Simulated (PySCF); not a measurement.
# ClH₄: one-bond stretch

These are results of PySCF, UPBE0, basis Cl def2-TZVP, H def2-TZVP (no relativity, density fitting), not measurements.

Rigid scan from the doublet minimum (Cl–H 1.477 Å (×4); H–Cl–H 90.0° (×4), H–Cl–H 180.0° (×2)). Coordinate: the bond from Cl to the last atom (H) scaled, the rest fixed. Energies in kJ/mol from the minimum.

```json
{"scale of one bond": "0.92", "E (kJ/mol)": "6.7", "dipole size (D)": "0.60", "⟨S²⟩": "0.76"}
{"scale of one bond": "0.96", "E (kJ/mol)": "1.5", "dipole size (D)": "0.31", "⟨S²⟩": "0.76"}
{"scale of one bond": "1.00", "E (kJ/mol)": "0.0", "dipole size (D)": "0.00", "⟨S²⟩": "0.76"}
{"scale of one bond": "1.05", "E (kJ/mol)": "1.7", "dipole size (D)": "0.39", "⟨S²⟩": "0.76"}
{"scale of one bond": "1.12", "E (kJ/mol)": "8.2", "dipole size (D)": "0.93", "⟨S²⟩": "0.76"}
{"scale of one bond": "1.20", "E (kJ/mol)": "18.5", "dipole size (D)": "1.47", "⟨S²⟩": "0.77"}
{"scale of one bond": "1.35", "E (kJ/mol)": "38.8", "dipole size (D)": "2.09", "⟨S²⟩": "0.81"}
{"scale of one bond": "1.55", "E (kJ/mol)": "57.4", "dipole size (D)": "–", "⟨S²⟩": "0.83"}
{"scale of one bond": "1.80", "E (kJ/mol)": "65.0", "dipole size (D)": "–", "⟨S²⟩": "0.77"}
{"scale of one bond": "2.20", "E (kJ/mol)": "65.8", "dipole size (D)": "–", "⟨S²⟩": "0.75"}
```
